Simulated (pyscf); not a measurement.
Structures and frequencies: ωB97X-D3(BJ)/def2-SVP in PySCF.

Problem. Estimate by transition-state theory the rate constant of H₃C–InH–O–SiH₃ (SMILES [CH3][InH][O][SiH3]) + H₂ (SMILES [H][H]) → H₃C–InH₂ (SMILES [CH3][InH2]) + HO–SiH₃ (SMILES O[SiH3]) (singlet surface; In–O, H–H broken, H–In, H–O formed) at 600 K, with ωB97M-D3(BJ)/def2-TZVP energies (ideal gas, 1 atm, RRHO with modes under 100 cm⁻¹ raised to 100, one conformer, R ln 2 for rigid chiral ones; no tunnelling).

Solution. The electronic barrier is 19.2 kcal/mol and the thermal terms add +18.2, so ΔG‡ = 37.5 kcal/mol. With k_BT/h = 1.25e+13 s⁻¹ and RT = 1.192 kcal/mol, and a volume of 8.18e-20 cm³ per molecule at 1 atm, k = 2.3e-20 cm³ molecule⁻¹ s⁻¹. Wigner's tunnelling factor for 1277i cm⁻¹ would be 1.39, likely too low at so high a frequency. A shift of 1 kcal/mol in the barrier changes k by a factor 2.3. On the product side the descent ends in an adduct with a In–O contact, 13.5 kcal/mol under the separated species and 19.4 kcal/mol under the saddle at ωB97X-D3(BJ)/def2-TZVP. What is counted as broken (In–O) persists as a longer contact in the product adduct; parting that adduct is a step of its own. At the saddle there is also a short H–In contact that neither side keeps. This is the saddle that the search found; another between the same sides may lie lower. Elements past Kr carry the def2 core potentials, without spin-orbit coupling.
